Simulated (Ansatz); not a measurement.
**H₂B–Al, singlet: reading a ladder of total energies**

Geometry: a point of a stretch scan, not a stationary point.

```yaml
atoms:
  - { symbol: B, position_ang: [0.0000, -0.0104, 1.4779] }
  - { symbol: Al, position_ang: [0.0000, -0.0104, -0.7626] }
  - { symbol: H, position_ang: [0.0000, 1.4062, 2.4176] }
  - { symbol: H, position_ang: [0.0000, -1.0154, 2.1445] }
```

Basis 6-31G; Ansatz 0.2.0. Correlated methods freeze the noble-gas cores, which leaves 8 electrons in 20 orbitals. Prefix R: restricted or restricted open-shell reference.

Full CI is exact within this basis and frozen core; it isn't the basis-set limit.

Runs differ by some tens of microhartree through their thresholds, so steps under 0.03 kcal/mol mean nothing.

```csv
level,total energy (hartree)
RHF,-267.594766
RMP2,-267.675013
RCCSD,-267.708569
RCCSD(T),-267.710912
RCCSDT,-267.711642
RCCSDT(Q),-267.711754
RCCSDTQ,-267.711799
full CI,-267.711806
```

**Question.** What is the correlation energy at full CI, and what share of it do RMP2 and RCCSD recover?

**Answer.** E(corr) = -267.711806 − (-267.594766) = -0.117040 hartree = -3.185 eV. RMP2: -0.080247 / -0.117040 = 68.56 %. RCCSD: -0.113803 / -0.117040 = 97.23 %.

**Question.** By how many kcal/mol does RCCSD(T) miss full CI (1 hartree = 627.509 kcal/mol), and which steps make up the rest?

**Answer.** -267.710912 − (-267.711806) = 0.000894 hartree = 0.56 kcal/mol. Steps: RCCSDT − RCCSD(T) = -0.46, RCCSDT(Q) − RCCSDT = -0.07, RCCSDTQ − RCCSDT(Q) = -0.03, full CI − RCCSDTQ = 0.00 kcal/mol. That is within 1 kcal/mol of the reference in this basis, which itself misses far more of the correlation at the basis-set limit.
